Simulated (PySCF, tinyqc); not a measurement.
Worked calculation: FCI on RHF in the sto-6g basis, for OH-, spin multiplicity 1. The basis has no diffuse functions, so it cannot describe the extra electron: this is an exercise in the method, not the real anion. The lowest restricted solution is unstable here: a spin-polarised one lies 0.0173 hartree lower (PySCF). Computed by tinyqc, a small Python program that keeps every step (integrals from PySCF). Settings: charge = -1, multiplicity = 1, basis = sto-6g, method = RHF, energy threshold = 1e-10, iteration cap = 71, orthogonalisation = symmetric, start = atomic densities, DIIS depth = 6, ci = FCI, davidson = 1. Command: `OMP_NUM_THREADS=1 python tinyqc.py 27004 27005 out.jsonl` (the two numbers bound the seeds that draw the settings). One thread of a shared host (Intel(R) Xeon(R) Processor @ 2.60GHz), about 0.2 s of CPU time with the checks. The early iterations of the SCF are left out here.

## One-electron integrals

Geometry (angstrom):
```
atom         x         y         z
O     0.000000  0.000000  0.000000
H     0.000000  0.000000  1.736000
```

Basis sto-6g: exponents (1/bohr^2) and contraction coefficients of normalised primitives:
```
element  l (shell)     exponent  coefficient
O            s (1)  1355.584234     0.009164
O            s (1)   248.544885     0.049361
O            s (1)    69.533902     0.168538
O            s (1)    23.886772     0.370563
O            s (1)     9.275933     0.416492
O            s (1)     3.820341     0.130334
O            s (2)    52.187762    -0.013253
O            s (2)    10.329320    -0.046992
O            s (2)     3.210345    -0.033785
O            s (2)     1.235135     0.250242
O            s (2)     0.536420     0.595117
O            s (2)     0.245881     0.240706
O            p (3)    52.187762     0.003760
O            p (3)    10.329320     0.037679
O            p (3)     3.210345     0.173897
O            p (3)     1.235135     0.418036
O            p (3)     0.536420     0.425860
O            p (3)     0.245881     0.101708
H            s (1)    35.523221     0.009164
H            s (1)     6.513144     0.049361
H            s (1)     1.822143     0.168538
H            s (1)     0.625955     0.370563
H            s (1)     0.243077     0.416492
H            s (1)     0.100112     0.130334
```

Overlap, kinetic and nuclear-attraction integrals over the contracted functions; the nuclear repulsion is the sum of Za Zb / Rab.

nuclear repulsion = 2.43860466 hartree

overlap S, order 1O 1s, 1O 2s, 1O 2px, 1O 2py, 1O 2pz, 2H 1s:
```
[[1.000000, 0.231145, 0.000000, 0.000000, 0.000000, 0.009144],
 [0.231145, 1.000000, 0.000000, 0.000000, 0.000000, 0.131684],
 [0.000000, 0.000000, 1.000000, 0.000000, 0.000000, 0.000000],
 [0.000000, 0.000000, 0.000000, 1.000000, 0.000000, 0.000000],
 [0.000000, 0.000000, 0.000000, 0.000000, 1.000000, 0.133997],
 [0.009144, 0.131684, 0.000000, 0.000000, 0.133997, 1.000000]]
```

kinetic energy T (hartree), order 1O 1s, 1O 2s, 1O 2px, 1O 2py, 1O 2pz, 2H 1s:
```
[[29.327197, -0.896024, 0.000000, 0.000000, 0.000000, -0.003396],
 [-0.896024, 0.842618, 0.000000, 0.000000, 0.000000, -0.016908],
 [0.000000, 0.000000, 2.531309, 0.000000, 0.000000, 0.000000],
 [0.000000, 0.000000, 0.000000, 2.531309, 0.000000, 0.000000],
 [0.000000, 0.000000, 0.000000, 0.000000, 2.531309, 0.005287],
 [-0.003396, -0.016908, 0.000000, 0.000000, 0.005287, 0.768522]]
```

nuclear attraction V (hartree), order 1O 1s, 1O 2s, 1O 2px, 1O 2py, 1O 2pz, 2H 1s:
```
[[-61.563141, -6.221740, 0.000000, 0.000000, -0.004993, -0.280057],
 [-6.221740, -9.305143, 0.000000, 0.000000, -0.059566, -0.796571],
 [0.000000, 0.000000, -9.296376, 0.000000, 0.000000, 0.000000],
 [0.000000, 0.000000, 0.000000, -9.296376, 0.000000, 0.000000],
 [-0.004993, -0.059566, 0.000000, 0.000000, -9.321479, -0.699708],
 [-0.280057, -0.796571, 0.000000, 0.000000, -0.699708, -3.674553]]
```

core Hamiltonian H = T + V (hartree), order 1O 1s, 1O 2s, 1O 2px, 1O 2py, 1O 2pz, 2H 1s:
```
[[-32.235944, -7.117764, 0.000000, 0.000000, -0.004993, -0.283453],
 [-7.117764, -8.462524, 0.000000, 0.000000, -0.059566, -0.813479],
 [0.000000, 0.000000, -6.765068, 0.000000, 0.000000, 0.000000],
 [0.000000, 0.000000, 0.000000, -6.765068, 0.000000, 0.000000],
 [-0.004993, -0.059566, 0.000000, 0.000000, -6.790170, -0.694421],
 [-0.283453, -0.813479, 0.000000, 0.000000, -0.694421, -2.906031]]
```

## Two-electron integrals

Functions are numbered as in S; the eight-fold symmetry (ij|kl) = (ji|kl) = (kl|ij) leaves the list below.

Two-electron integrals (ij|kl) in chemists' order, unique and non-zero (hartree):
```
(11|11) 4.787491   (21|11) 0.675884   (21|21) 0.121505   (22|11) 1.117379
(22|21) 0.249212   (22|22) 0.817383   (31|31) 0.025762   (32|31) 0.039145
(32|32) 0.180664   (33|11) 1.117381   (33|21) 0.249212   (33|22) 0.817382
(33|33) 0.880663   (41|41) 0.025762   (42|41) 0.039145   (42|42) 0.180664
(43|43) 0.047461   (44|11) 1.117381   (44|21) 0.249212   (44|22) 0.817382
(44|33) 0.785741   (44|44) 0.880663   (51|51) 0.025762   (52|51) 0.039145
(52|52) 0.180664   (53|53) 0.047461   (54|54) 0.047461   (55|11) 1.117381
(55|21) 0.249212   (55|22) 0.817382   (55|33) 0.785741   (55|44) 0.785741
(55|55) 0.880663   (61|11) 0.028300   (61|21) 0.004887   (61|22) 0.009842
(61|33) 0.009822   (61|44) 0.009822   (61|51) 0.000240   (61|52) 0.000476
(61|55) 0.009880   (61|61) 0.000200   (62|11) 0.090709   (62|21) 0.020622
(62|22) 0.077860   (62|33) 0.076515   (62|44) 0.076515   (62|51) 0.001639
(62|52) 0.013437   (62|55) 0.080550   (62|61) 0.000838   (62|62) 0.010609
(63|31) 0.001974   (63|32) 0.012066   (63|53) 0.002610   (63|63) 0.001274
(64|41) 0.001974   (64|42) 0.012066   (64|54) 0.002610   (64|64) 0.001274
(65|11) 0.076500   (65|21) 0.017593   (65|22) 0.070529   (65|33) 0.067765
(65|44) 0.067765   (65|51) 0.003090   (65|52) 0.022638   (65|55) 0.076059
(65|61) 0.000738   (65|62) 0.011635   (65|65) 0.013810   (66|11) 0.304354
(66|21) 0.070335   (66|22) 0.303284   (66|33) 0.295715   (66|44) 0.295715
(66|51) 0.004922   (66|52) 0.057556   (66|55) 0.318421   (66|61) 0.002855
(66|62) 0.060408   (66|65) 0.074571   (66|66) 0.774999
```

## Orthogonalisation

S = U s U^T; symmetric (Loewdin) form X = U s^(-1/2) U^T, so that X^T S X = 1.

eigenvalues of S: [0.728430, 0.883280, 1.000000, 1.000000, 1.107958, 1.280332]

X, order 1O 1s, 1O 2s, 1O 2px, 1O 2py, 1O 2pz, 2H 1s:
```
[[1.020978, -0.120492, 0.000000, 0.000000, -0.000878, 0.007359],
 [-0.120492, 1.027894, 0.000000, 0.000000, 0.006977, -0.068867],
 [0.000000, 0.000000, 1.000000, 0.000000, 0.000000, 0.000000],
 [0.000000, 0.000000, 0.000000, 1.000000, 0.000000, 0.000000],
 [-0.000878, 0.006977, 0.000000, 0.000000, 1.006914, -0.068534],
 [0.007359, -0.068867, 0.000000, 0.000000, -0.068534, 1.013710]]
```

## Starting guess

The start is atomic minimal-basis densities projected into this basis (PySCF's MINAO start) and scaled to the electron count of each spin; this density is not idempotent, so its energy is not variational and may lie below the converged one.

D at the start, order 1O 1s, 1O 2s, 1O 2px, 1O 2py, 1O 2pz, 2H 1s:
```
[[2.382642, -0.548310, 0.000000, 0.000000, 0.004056, -0.013265],
 [-0.548310, 2.371506, 0.000000, 0.000000, -0.021103, 0.064281],
 [0.000000, 0.000000, 1.455614, 0.000000, 0.000000, 0.000000],
 [0.000000, 0.000000, 0.000000, 1.455614, 0.000000, 0.000000],
 [0.004056, -0.021103, 0.000000, 0.000000, 1.421707, 0.136989],
 [-0.013265, 0.064281, 0.000000, 0.000000, 0.136989, 1.112995]]
```

## Iteration 7 (converged): orbitals

converged F (hartree), order 1O 1s, 1O 2s, 1O 2px, 1O 2py, 1O 2pz, 2H 1s:
```
[[-19.939831, -4.835404, 0.000000, 0.000000, -0.006698, -0.194383],
 [-4.835404, -1.805926, 0.000000, 0.000000, 0.040099, -0.192002],
 [0.000000, 0.000000, 0.063504, 0.000000, 0.000000, 0.000000],
 [0.000000, 0.000000, 0.000000, 0.063504, 0.000000, 0.000000],
 [-0.006698, 0.040099, 0.000000, 0.000000, 0.559019, -0.174150],
 [-0.194383, -0.192002, 0.000000, 0.000000, -0.174150, 0.193236]]
```

Diagonalise F' = X^T F X, C = X C', fill 5 alpha and 5 beta electrons from the bottom; D = 2 C_occ C_occ^T. Each column has its largest component positive (the first on a tie).

F' = X^T F X (hartree):
```
[[-19.624254, -2.457540, 0.000000, 0.000000, -0.017192, 0.004349],
 [-2.457540, -0.974162, 0.000000, 0.000000, 0.064685, -0.127025],
 [0.000000, 0.000000, 0.063504, 0.000000, 0.000000, 0.000000],
 [0.000000, 0.000000, 0.000000, 0.063504, 0.000000, 0.000000],
 [-0.017192, 0.064685, 0.000000, 0.000000, 0.592410, -0.234964],
 [0.004349, -0.127025, 0.000000, 0.000000, -0.234964, 0.244944]]
```

orbital energies (hartree): [-19.942662, -0.674144, 0.063504, 0.063504, 0.134951, 0.720792]

coefficients C, order 1O 1s, 1O 2s, 1O 2px, 1O 2py, 1O 2pz, 2H 1s:
```
[[0.997037, -0.247562, 0.000000, 0.000000, 0.030780, -0.025529],
 [0.012540, 1.016658, 0.000000, 0.000000, -0.162340, 0.125584],
 [0.000000, 0.000000, -0.070422, 0.997517, 0.000000, 0.000000],
 [0.000000, 0.000000, 0.997517, 0.070422, 0.000000, 0.000000],
 [0.000420, -0.030028, 0.000000, 0.000000, 0.408404, 0.922456],
 [-0.000972, 0.064371, 0.000000, 0.000000, 0.866008, -0.531967]]
```

D after iteration 7, order 1O 1s, 1O 2s, 1O 2px, 1O 2py, 1O 2pz, 2H 1s:
```
[[2.112634, -0.488358, 0.000000, 0.000000, 0.040846, 0.019501],
 [-0.488358, 2.120210, 0.000000, 0.000000, -0.193647, -0.150313],
 [0.000000, 0.000000, 2.000000, 0.000000, 0.000000, 0.000000],
 [0.000000, 0.000000, 0.000000, 2.000000, 0.000000, 0.000000],
 [0.040846, -0.193647, 0.000000, 0.000000, 0.335391, 0.703495],
 [0.019501, -0.150313, 0.000000, 0.000000, 0.703495, 1.508228]]
```

Within a degenerate level the vectors are fixed only up to a rotation; this is one choice.

## Convergence

Stop when the energy changes by less than 1e-10 hartree and every element of the error matrix X^T (F D S - S D F) X is below 3e-06.

Course of the cycle:
```
iteration   E (hartree)     change  largest element of the error matrix
1          -79.54146876          -                             3.11e-01
2          -74.67992727   4.86e+00                             5.95e-02
3          -74.68347206  -3.54e-03                             4.66e-03
4          -74.68348885  -1.68e-05                             7.32e-04
5          -74.68348926  -4.12e-07                             1.67e-05
6          -74.68348926  -3.73e-10                             5.87e-07
7          -74.68348926  -2.70e-13                             1.93e-09
```

PySCF RHF in the same basis = -74.68348926 hartree

Converged in 7 iterations.

## Populations, bond orders and dipole

Mulliken: Z minus the diagonal of D S on the atom; Loewdin: the same with S^(1/2) D S^(1/2); Mayer order: 2 sum_s sum (D(s) S)_ij (D(s) S)_ji over the two atoms.

Charges (e):
```
atom   Mulliken    Loewdin
1O    -0.417122  -0.421718
2H    -0.582878  -0.578282
```

Mayer bond orders:
```
pair     order
2-1   0.660253
```

dipole moment about the origin, x y z (debye): [0.000000, 0.000000, -4.402281]

## Integrals over molecular orbitals

(pq|rs) = sum C_ip C_jq C_kr C_ls (ij|kl), one index at a time.

one-electron integrals over orbitals h = C^T H C (hartree):
```
[[-32.223949, 0.638317, 0.000000, 0.000000, -0.077456, 0.065449],
 [0.638317, -7.248925, 0.000000, 0.000000, 0.382593, -0.300886],
 [0.000000, 0.000000, -6.765068, 0.000000, 0.000000, 0.000000],
 [0.000000, 0.000000, 0.000000, -6.765068, 0.000000, 0.000000],
 [-0.077456, 0.382593, 0.000000, 0.000000, -3.764239, -1.624389],
 [0.065449, -0.300886, 0.000000, 0.000000, -1.624389, -5.940184]]
```

Two-electron integrals over orbitals (pq|rs), unique and non-zero (hartree):
```
(11|11) 4.764916    (21|11) -0.480813   (21|21) 0.077880    (22|11) 1.120542
(22|21) -0.022509   (22|22) 0.785725    (31|31) 0.026613    (32|31) 0.035626
(32|32) 0.170162    (33|11) 1.117109    (33|21) -0.012947   (33|22) 0.799249
(33|33) 0.880663    (41|41) 0.026613    (42|41) 0.035626    (42|42) 0.170162
(43|43) 0.047461    (44|11) 1.117109    (44|21) -0.012947   (44|22) 0.799249
(44|33) 0.785741    (44|44) 0.880663    (51|11) 0.060653    (51|21) -0.010213
(51|22) 0.002075    (51|33) 0.001593    (51|44) 0.001593    (51|51) 0.005883
(52|11) -0.096313   (52|21) 0.002582    (52|22) -0.054987   (52|33) -0.054255
(52|44) -0.054255   (52|51) 0.006564    (52|52) 0.051652    (53|31) -0.004053
(53|32) -0.017648   (53|53) 0.011825    (54|41) -0.004053   (54|42) -0.017648
(54|54) 0.011825    (55|11) 0.471919    (55|21) -0.002696   (55|22) 0.410418
(55|33) 0.399887    (55|44) 0.399887    (55|51) 0.000756    (55|52) 0.036533
(55|55) 0.616153    (61|11) -0.050592   (61|21) 0.007505    (61|22) -0.004135
(61|33) -0.001377   (61|44) -0.001377   (61|51) 0.009132    (61|52) 0.015409
(61|55) 0.000953    (61|61) 0.023255    (62|11) 0.054091    (62|21) -0.002889
(62|22) 0.020963    (62|33) 0.030936    (62|44) 0.030936    (62|51) 0.013627
(62|52) 0.068505    (62|55) 0.016478    (62|61) 0.028800    (62|62) 0.132274
(63|31) 0.003405    (63|32) 0.013664    (63|53) 0.017700    (63|63) 0.039241
(64|41) 0.003405    (64|42) 0.013664    (64|54) 0.017700    (64|64) 0.039241
(65|11) 0.320617    (65|21) -0.004551   (65|22) 0.201544    (65|33) 0.198201
(65|44) 0.198201    (65|51) -0.000935   (65|52) -0.049873   (65|55) -0.099700
(65|61) -0.004105   (65|62) -0.004415   (65|65) 0.176347    (66|11) 0.966686
(66|21) -0.011287   (66|22) 0.698792    (66|33) 0.687849    (66|44) 0.687849
(66|51) 0.004069    (66|52) -0.017259   (66|55) 0.494491    (66|61) 0.004679
(66|62) 0.043824    (66|65) 0.134880    (66|66) 0.705078
```

## FCI: determinants and Hamiltonian

Hartree-Fock energy = -74.68348926 hartree

Slater-Condon rules over spin orbitals, with the nuclear repulsion added and E(HF) subtracted on the diagonal. Only determinants linked to the reference directly or through others are kept (one block of an abelian symmetry group), so some states are absent.

Occupation strings over the orbitals (2 doubly, a alpha, b beta, 0 empty; spin orbitals ordered 1a 1b 2a 2b ...): 222220 2222ab 2a222b a2222b 2222ba 2b222a b2222a 222202 2a22b2 a222b2 222022 220222 2b22a2 202222 ab2222 b222a2 ba2222 022222

H - E(HF) between determinants (hartree), order 222220, 2222ab, 2a222b, a2222b, 2222ba, 2b222a, b2222a, 222202, 2a22b2, a222b2, 222022, 220222, 2b22a2, 202222, ab2222, b222a2, ba2222, 022222:
```
[[0.000000, 0.000000, 0.000000, 0.000000, 0.000000, 0.000000, 0.000000, 0.176347, 0.004415, 0.004105, 0.039241, 0.039241, -0.004415, 0.132274, -0.028800, -0.004105, 0.028800, 0.023255],
 [0.000000, 0.267696, 0.012845, -0.008174, -0.176347, 0.004415, 0.004105, 0.234580, -0.049873, -0.000935, -0.017700, -0.017700, 0.027346, -0.068505, 0.013627, 0.003726, -0.015409, -0.009132],
 [0.000000, 0.012845, 0.828418, 0.040086, 0.004415, -0.132274, -0.028800, 0.049873, 0.066664, -0.004551, -0.013664, -0.013664, -0.068505, 0.022861, -0.002889, -0.015409, 0.008814, -0.007505],
 [0.000000, -0.008174, 0.040086, 19.720022, 0.004105, -0.028800, -0.023255, 0.000935, -0.004551, 0.185737, -0.003405, -0.003405, -0.013627, 0.002889, 0.010268, -0.009132, -0.007505, 0.055271],
 [0.000000, -0.176347, 0.004415, 0.004105, 0.267696, 0.012845, -0.008174, -0.234580, 0.027346, 0.003726, 0.017700, 0.017700, -0.049873, 0.068505, -0.015409, -0.000935, 0.013627, 0.009132],
 [0.000000, 0.004415, -0.132274, -0.028800, 0.012845, 0.828418, 0.040086, -0.049873, -0.068505, -0.015409, 0.013664, 0.013664, 0.066664, -0.022861, 0.008814, -0.004551, -0.002889, 0.007505],
 [0.000000, 0.004105, -0.028800, -0.023255, -0.008174, 0.040086, 19.720022, -0.000935, -0.013627, -0.009132, 0.003405, 0.003405, -0.004551, -0.002889, -0.007505, 0.185737, 0.010268, -0.055271],
 [0.176347, 0.234580, 0.049873, 0.000935, -0.234580, -0.049873, -0.000935, 0.867643, -0.066637, 0.011487, 0.011825, 0.011825, 0.066637, 0.051652, -0.006564, -0.011487, 0.006564, 0.005883],
 [0.004415, -0.049873, 0.066664, -0.004551, 0.027346, -0.068505, -0.013627, -0.066637, 1.018327, 0.048677, 0.017648, 0.017648, -0.051652, 0.024883, 0.002582, -0.006564, 0.010168, 0.010213],
 [0.004105, -0.000935, -0.004551, 0.185737, 0.003726, -0.015409, -0.009132, 0.011487, 0.048677, 19.703540, 0.004053, 0.004053, -0.006564, -0.002582, -0.066209, -0.005883, 0.010213, -0.048410],
 [0.039241, -0.017700, -0.013664, -0.003405, 0.017700, 0.013664, 0.003405, 0.011825, 0.017648, 0.004053, 0.227400, 0.047461, -0.017648, 0.170162, -0.035626, -0.004053, 0.035626, 0.026613],
 [0.039241, -0.017700, -0.013664, -0.003405, 0.017700, 0.013664, 0.003405, 0.011825, 0.017648, 0.004053, 0.047461, 0.227400, -0.017648, 0.170162, -0.035626, -0.004053, 0.035626, 0.026613],
 [-0.004415, 0.027346, -0.068505, -0.013627, -0.049873, 0.066664, -0.004551, 0.066637, -0.051652, -0.006564, -0.017648, -0.017648, 1.018327, -0.024883, 0.010168, 0.048677, 0.002582, -0.010213],
 [0.132274, -0.068505, 0.022861, 0.002889, 0.068505, -0.022861, -0.002889, 0.051652, 0.024883, -0.002582, 0.170162, 0.170162, -0.024883, 1.750055, -0.028864, 0.002582, 0.028864, 0.077880],
 [-0.028800, 0.013627, -0.002889, 0.010268, -0.015409, 0.008814, -0.007505, -0.006564, 0.002582, -0.066209, -0.035626, -0.035626, 0.010168, -0.028864, 20.708582, 0.010213, -0.077880, 0.429440],
 [-0.004105, 0.003726, -0.015409, -0.009132, -0.000935, -0.004551, 0.185737, -0.011487, -0.006564, -0.005883, -0.004053, -0.004053, 0.048677, 0.002582, 0.010213, 19.703540, -0.066209, 0.048410],
 [0.028800, -0.015409, 0.008814, -0.007505, 0.013627, -0.002889, 0.010268, 0.006564, 0.010168, 0.010213, 0.035626, 0.035626, 0.002582, 0.028864, -0.077880, -0.066209, 20.708582, -0.429440],
 [0.023255, -0.009132, -0.007505, 0.055271, 0.009132, 0.007505, -0.055271, 0.005883, 0.010213, -0.048410, 0.026613, 0.026613, -0.010213, 0.077880, 0.429440, 0.048410, -0.429440, 42.976667]]
```

## FCI: roots

Diagonalise (each vector has its largest component positive (the first on a tie)); all determinants have Ms = 0, so triplets appear too. The lowest singlet root is the correlation energy.

lowest roots of this matrix, relative to E(HF) (hartree): [-0.054284, 0.090279, 0.179939, 0.219806, 0.285717, 0.696585, 0.814893, 0.967153]

lowest vectors, order 222220, 2222ab, 2a222b, a2222b, 2222ba, 2b222a, b2222a, 222202, 2a22b2, a222b2, 222022, 220222, 2b22a2, 202222, ab2222, b222a2, ba2222, 022222:
```
[[0.957269, 0.000000, 0.000000, -0.033301],
 [0.095699, 0.706589, 0.000000, 0.306434],
 [0.010744, -0.020083, 0.000000, 0.041545],
 [0.000019, 0.000176, 0.000000, 0.000293],
 [-0.095699, 0.706589, 0.000000, -0.306434],
 [-0.010744, -0.020083, 0.000000, -0.041545],
 [-0.000019, 0.000176, 0.000000, -0.000293],
 [-0.230013, 0.000000, 0.000000, -0.237696],
 [-0.008914, 0.018131, 0.000000, -0.019629],
 [0.000002, -0.000161, 0.000000, -0.000011],
 [-0.071367, 0.000000, 0.707107, 0.608624],
 [-0.071367, 0.000000, -0.707107, 0.608624],
 [0.008914, 0.018131, 0.000000, 0.019629],
 [-0.042852, 0.000000, 0.000000, -0.097548],
 [0.000822, 0.000055, 0.000000, 0.001441],
 [-0.000002, -0.000161, 0.000000, 0.000011],
 [-0.000822, 0.000055, 0.000000, -0.001441],
 [-0.000288, 0.000000, 0.000000, -0.000404]]
```

<S^2> of these roots: [0.000000, 2.000000, 0.000000, 0.000000, 0.000000, 2.000000, 0.000000, 2.000000]

weight of the ground state by excitation level 0, 1, 2, ...: [0.916363, 0.018547, 0.065089]

## The lowest root by the Davidson method

Start from the reference; add the residual divided by (theta - H_ii), orthogonalised, at each step.

Davidson iterations:
```
iteration  subspace  lowest Ritz value (hartree)  residual norm
1                 1                   0.00000000       2.32e-01
2                 2                  -0.04469820       5.76e-02
3                 3                  -0.05356487       2.99e-02
4                 4                  -0.05427918       2.35e-03
5                 5                  -0.05428361       2.94e-04
6                 6                  -0.05428366       5.23e-05
7                 7                  -0.05428366       9.15e-06
8                 8                  -0.05428366       7.01e-08
```
